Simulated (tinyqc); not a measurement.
UHF in the sto-3g basis, for H2O, spin multiplicity 1, step by step. One step of it, computed by the program tinyqc.

Problem. Iteration 2: DIIS coefficients. Solve [B -1; -1 0][c; lambda] = [0; -1] for the coefficients, which sum to one.

B (overlaps of the stored error matrices):
```
               1              2
1  8.3404464e-01  2.0071354e-01
2  2.0071354e-01  8.3106329e-02
```

Give: DIIS coefficients.

Solution.

DIIS coefficients: -0.2280  1.2280
